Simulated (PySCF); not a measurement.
# Telling isomers of C$_{5}$H$_{10}$O apart by NMR

[PySCF 2.14: J couplings at B3LYP/pcJ-1 (spin–dipole term left out of most H,H and C,H couplings); geometry from GFN2-xTB; NMR shieldings at PBE0/pcSseg-1/GIAO; no solvent; equivalent nuclei averaged; relativity neglected; a single conformation]

δ = σ(ref) − σ, references computed at the same level: TMS for ¹H (σ = 31.72 ppm), ¹³C (σ = 186.93 ppm). Multiplet labels drop J under 1 Hz and among equivalent protons, and merge close values. Unscaled 3J(H,H) run several per cent high. Where no couplings were computed, multiplicities follow the n + 1 count of equivalent neighbours, and m marks all less simple cases (inequivalent or close neighbours, rings, F or P nearby). Vicinal couplings that depend on rotamer populations or ring flexing (ring, CH–CH, X–H and H–F types) are those of the one conformer. Shifts are as computed. Against solution values, carbons near 30 ppm lie about +3 ppm off and those near 130 ppm about +5 ppm. Of 1211 compounds with measured shifts, 218 miss one by over three times the rms of a fit or turn the order of signals round; such compounds aren't used in these exercises. Across acyclic CH2–CH2 and CH–CH2 bonds, 3J(H,H) assumes equally populated rotamers. OH and NH positions are gas-phase values without hydrogen bonding to other molecules.

(1) Tabulate the signals of `CC(C)(C)C=O`, `OCC1CCC1` and their relative energies.

(2) What is the quickest way to tell CC(C)(C)C=O from OCC1CCC1?

Results:

(1) 
| SMILES | carbon types | δC | δH | E rel. (kcal/mol) |
| --- | --- | --- | --- | --- |
| CC(C)(C)C=O | 1×C 1×CH 3×CH3 | 211.2, 44.5, 24.8 | 9.81 (s, 1H), 1.04 (s, 9H) | 0.0 |
| OCC1CCC1 | 1×CH 4×CH2 | 75.4, 37.4, 24.2, 17.1 | 3.75 (d, 2H), 2.53 (m, 1H), 2.10 (m, 2H), 2.07 (m, 1H), 1.85 (m, 1H), 1.53 (m, 2H), 0.46 (br s, 1H) | 19.5 |

Energies are electronic energies at PBE0/pcSseg-1 on these geometries, without zero-point or thermal terms, each for the one conformer computed, which needn't be the lowest.

(2) Count the carbon signals: 3 against 4. The first has an aldehyde carbonyl carbon (CH) at 211.2 ppm, the second an sp3 CH2 bonded to O at 75.4 ppm. In the proton spectra the most deshielded non-exchanging signals are 9.81 (s, 1H) and 3.75 (d, J = 6.0 Hz, 2H).
